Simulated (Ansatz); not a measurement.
This Ansatz (a quantum-chemistry and plane-wave program) input (MP2/cc-pVTZ) gives -1.16420 Eh with 28 basis functions. A basis named .json is the Basis Set Exchange file of that set (core-valence sets with the plain set on hydrogen).

Ansatz 0.2 input:
```yaml
crystal:
  periodic: [false, false, false]
  atoms:
    - {symbol: H, position_ang: [-0.00000000, -0.00000000, -0.37201156]}
    - {symbol: H, position_ang: [0.00000000, 0.00000000, 0.37201156]}
basis:
  gaussian:
    orbitals: cc-pVTZ
    fitting: {mean_field: def2-universal-jkfit, correlation: cc-pVDZ-RIFIT.json}
magnetization: {spin_polarized: false}
correlation: {method: mp2, electrons: outside_noble_gas}
```

Change:
```diff
- fitting: {mean_field: def2-universal-jkfit, correlation: cc-pVDZ-RIFIT.json}
+ fitting: {mean_field: def2-universal-jkfit, correlation: def2-SVP-RIFIT.json}
```

Q: What does the run give now?

A: -1.16440 Eh (MP2/cc-pVTZ, 28 functions), a change of -0.20 mEh.
